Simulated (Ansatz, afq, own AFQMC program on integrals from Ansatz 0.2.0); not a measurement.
AFQMC on a folder of integrals that Ansatz 0.2.0 wrote.

```yaml
crystal:
  periodic: [false, false, false]
  atoms:
    - {symbol: Te, position_ang: [0.000000, 0.000000, 0.000000]}
basis:
  gaussian: {orbitals: def2-SVP}
total_charge: 1
magnetization: {spin_polarized: true, initial_magnetization: 3}
correlation: {method: ccsd_t, electrons: outside_noble_gas, hamiltonian_folder: ham}
```

```sh
$ ansatz run in.yaml --threads 1 --pin off --events-out ev --progress --plain --max-ram 1382MiB
```

afq runs on the folder ham with

```
--method phaseless --trial hf --walkers 400 --populations 1 --least-time 40 --time-step 0.005 --steps-per-block 20 --equilibration-blocks 112 --max-blocks 600 --target-error 0.00081 --factor-cut 1e-05 --start spin_pure --seed 5592 --taylor-order 6
```

Times are imaginary, in 1/Eh. The walk had a cap of 526 s. Filled inner d shells are frozen with the cores. Core potentials past Kr, no spin–orbit coupling.

afq prints:

```
orbitals 17  electrons 4 1  factors 99 of 144
reference energy -266.71416071 Eh
CCSD correlation -0.05892951 Eh in 8 cycles, weight of the determinant in the CISD state 0.9571
energy of the start -266.714161 Eh
 block  time / (1/Eh)  mean weight  energy / Eh
     1     0.100  0.9999  -266.721883
     2     0.200  1.0005  -266.728546
     3     0.300  1.0002  -266.735463
     4     0.400  1.0006  -266.741392
     5     0.500  1.0004  -266.743622
    10     1.000  1.0001  -266.760444
    61     6.100  1.0003  -266.771078
   121    12.100  1.0002  -266.773843
   181    18.100  1.0001  -266.777701
   241    24.100  1.0005  -266.775264
   301    30.100  1.0000  -266.771219
   325    32.500  1.0000  -266.780915
   361    36.100  1.0002  -266.774710
   421    42.100  1.0001  -266.773644
   433    43.300  1.0001  -266.766430
   481    48.100  1.0004  -266.773531
   505    50.500  1.0000  -266.773187
blocks merged  error / Eh  count
     1  0.000187  400
     2  0.000256  200
     4  0.000346  100
     8  0.000449  50
    16  0.000516  25
    32  0.000491  12
energy -266.773221 +/- 0.000516 Eh
(rows thinned)
```

The run passed its tests (sampling time, drift between the halves within three errors, error under three times the target), which doesn't prove that it has relaxed.

Against this walk (error 14.1 meV) on the same determinant: CCSD(T) 11.1 meV lower (within the noise), CCSDT(Q) 16.1 meV lower (within the noise), CCSDTQ 16.5 meV lower (within the noise), full CI 16.5 meV lower (within the noise). The error is statistical and leaves out the bias of the constraint.

Cautions: constraint bias not in the error; no spin-orbit coupling; inner d shell frozen.

The walk took 100 s on 1 thread of Arm Neoverse V1, on a shared host. The log's last line is the phaseless energy.

CCSDT and higher add their correlation energy to the determinant of the CCSD(T) run, since their own runs factorise the integrals more tightly (a shift of under 2 meV). A walk keeps the symmetry of its determinant, which the program's search chose and which needn't be the lowest solution, so a lower state of the same spin and another symmetry isn't excluded.
